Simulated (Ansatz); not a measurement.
`FC1=CCC1F` + H₂ → `FC1=CCC1` + H–F  (hydrogenolysis of a C–F bond)

Computed with Ansatz on PBE0-D4/def2-TZVP structures; ΔE is electronic, products minus reactants. CBS: MP2 limit from def2 TZ/QZ plus the TZ coupled-cluster correction, frozen cores. This one scheme is used for every species.

```tsv
species	HF/def2-QZVPP energy (Eh)
`FC1=CCC1F`	-352.76898
H₂	-1.13348
`FC1=CCC1`	-253.86928
H–F	-100.07004
```

Question: Work out ΔE.

Answer: ΔE = (-253.86928) + (-100.07004) − (-352.76898) − (-1.13348) = -0.03686 Eh = -1.00 eV. CCSD(T)/CBS gives -1.05 eV.

Largest T1 diagnostic among the species: 0.012.

At CCSD(T), def2-SVP lies +0.14 eV from the extrapolated value and def2-TZVPP +0.03 eV. From PBE to PBE0 (25 % exact exchange), in def2-TZVPP and without D4, ΔE moves by −0.07 eV. Leaving LDA and LC-ωPBE aside and taking each functional with its dispersion term where it has one, the values, not all of them listed here, spread over 0.20 eV, from PBE-QIDH to BLYP-D4.
